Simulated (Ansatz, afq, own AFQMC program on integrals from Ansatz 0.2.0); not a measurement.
Two steps: Ansatz 0.2.0 writes the Fock matrix and Cholesky factors of the valence space, and afq projects on them the lowest state that overlaps trial and start.

```yaml
crystal:
  periodic: [false, false, false]
  atoms:
    - {symbol: Br, position_ang: [0.000000, 0.000000, 0.000000]}
    - {symbol: H, position_ang: [0.000000, 0.000000, 3.056000]}
basis:
  gaussian: {orbitals: cc-pVDZ}
magnetization: {spin_polarized: false}
correlation: {method: ccsd_t, electrons: outside_noble_gas, hamiltonian_folder: ham}
```

```sh
$ ansatz run in.yaml --threads 1 --pin off --events-out ev --progress --plain --max-ram 24576MiB --backend cuda --devices 0, --max-vram 18GiB
```

Options of the walk:

```
--method phaseless --trial cisd --walkers 4000 --populations 20 --least-time 60 --time-step 0.005 --steps-per-block 50 --equilibration-blocks 40 --max-blocks 4000 --target-error 0.00034 --factor-cut 1e-05 --seed 406 --release-times 0.24,0.51,0.99,1.62,2.4 --release-step 0.03 --release-every 3 --taylor-order 6
```

Times are imaginary, in 1/Eh. The walk had a cap of 122 s. With eight or more populations the least sampling time is a fifth of least-time, and the error comes from their spread. Filled inner d shells are frozen with the cores.

Log:

```
orbitals 18  electrons 4 4  factors 95 of 360
reference energy -2572.75077594 Eh
CCSD correlation -0.21658024 Eh in 10 cycles, weight of the determinant in the CISD state 0.6747
energy of the start -2572.967344 Eh
 block  time / (1/Eh)  mean weight  energy / Eh
     1     0.250  0.9999  -2572.964598
     2     0.500  1.0000  -2572.965327
     3     0.750  0.9999  -2572.966921
     4     1.000  0.9999  -2572.968412
     5     1.250  1.0000  -2572.969396
     7     1.750  1.0001  -2572.971494
     9     2.250  0.9999  -2572.971636
    11     2.750  1.0003  -2572.973249
    15     3.750  0.9999  -2572.974932
    19     4.750  1.0000  -2572.975318
    23     5.750  0.9998  -2572.974271
    27     6.750  1.0000  -2572.975408
    31     7.750  0.9997  -2572.976487
    35     8.750  1.0000  -2572.974887
    39     9.750  1.0000  -2572.975781
    41    10.250  1.0001  -2572.977983
    43    10.750  1.0001  -2572.976690
    47    11.750  1.0000  -2572.975742
    51    12.750  1.0000  -2572.975134
    55    13.750  1.0002  -2572.976348
    59    14.750  1.0000  -2572.977042
    63    15.750  0.9998  -2572.976092
    67    16.750  0.9998  -2572.977338
    71    17.750  1.0005  -2572.976764
    75    18.750  0.9999  -2572.975459
    79    19.750  0.9998  -2572.976008
    83    20.750  1.0002  -2572.975306
    87    21.750  1.0000  -2572.976377
    89    22.250  1.0000  -2572.976605
error from the spread of 20 populations
released: time / (1/Eh)  energy / Eh  error  mean overlap
  0.24  -2572.976516  0.000204  0.9989
  0.51  -2572.976786  0.000198  0.9978
  0.99  -2572.977126  0.000153  0.9991
  1.62  -2572.977915  0.000159  0.9999
  2.40  -2572.978222  0.000239  1.0009
energy -2572.976155 +/- 0.000254 Eh
(rows thinned)
```

The run passed its tests (sampling time, drift between the halves within three errors, error under three times the target), which doesn't prove that it has relaxed.

Against this walk (error 6.9 meV) on the same determinant: CCSD(T) 182.1 meV lower, CCSDT(Q) 132.6 meV lower, CCSDTQ 125.5 meV lower, full CI 126.6 meV lower. The error is statistical and leaves out the bias of the constraint. The released energies are still falling (meV from the phaseless value at times in 1/Eh: -10 ± 6 at 0.24, -17 ± 5 at 0.51, -26 ± 4 at 0.99, -48 ± 4 at 1.62, -56 ± 7 at 2.40), so they give no level; they do show a bias of the constraint, and the last of them that isn't too noisy lies 70 meV above full CI. Full CI is exact here, so the walk's 127 meV above it is the walk's own error: the bias of the constraint with this trial. The determinant is a poor start (see the cautions), so the low cluster orders aren't to be relied on, and full CI is the sure value.

Cautions: constraint bias not in the error; no relativity below Rb; no spin-orbit coupling; inner d shell frozen; restricted determinant unstable towards unrestricted (UHF 3.21 eV lower, ⟨S²⟩ 0.98); strong correlation (T1 0.043, weight of the determinant 0.67, largest double 0.63); (T) is large, 7 % of the CCSD correlation; the CCSD(T) amplitudes may be one of several solutions (largest double 0.63); the CCSDT(Q) amplitudes may be one of several solutions (largest double 0.71); the CCSDTQ amplitudes may be one of several solutions (largest double 0.71).

The walk took 18 s on 1 × NVIDIA H100 80GB HBM3 with 2 threads of AMD EPYC 7R13 Processor (Zen 3) (shared host) (the card was shared). The log's last line is the phaseless energy.

CCSDT and higher add their correlation energy to the determinant of the CCSD(T) run, since their own runs factorise the integrals more tightly (a shift of under 2 meV). A walk keeps the symmetry of its determinant, which the program's search chose and which needn't be the lowest solution, so a lower state of the same spin and another symmetry isn't excluded.
